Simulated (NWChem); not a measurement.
Correlation energy of propane (C₃H₈)

SMILES: CCC
```xyz
11

C     -1.2711     0.0000    -0.2568
C      0.0000     0.0000     0.5793
C      1.2711     0.0000    -0.2568
H     -2.1740     0.0000     0.3732
H     -1.3212     0.8875    -0.9087
H     -1.3212    -0.8875    -0.9087
H      0.0000    -0.8792     1.2469
H      0.0000     0.8792     1.2469
H      2.1740     0.0000     0.3732
H      1.3212    -0.8875    -0.9087
H      1.3212     0.8875    -0.9087
```
Charge 0, spin multiplicity 1.

Everything below was run with NWChem. All single points use one geometry, from PBE0/def2-SVP, a minimum by its harmonic frequencies.

Basis set: cc-pVDZ. Each correlation energy counts from its own Hartree-Fock reference.

```tsv
method	correlation energy (mHa)	difference from CCSD(T)
CR-CCSD[T]	-506.3	+2.9
CR-CCSD(T)	-506.1	+3.1
SCS-MP2	-451.8	+57.4
MP2	-445.9	+63.3
RI-MP2	-445.8	+63.4
CCSD+T(CCSD)	-509.4	-0.3
CCSD	-495.9	+13.3
CCSD(T)	-509.2	0.0
```

The values span 63.6 mHa, from CCSD+T(CCSD) (lowest) to RI-MP2 (highest). 

The correlated methods keep 3 core orbitals frozen. Coupled-cluster values serve here as a point of comparison, not as the truth.
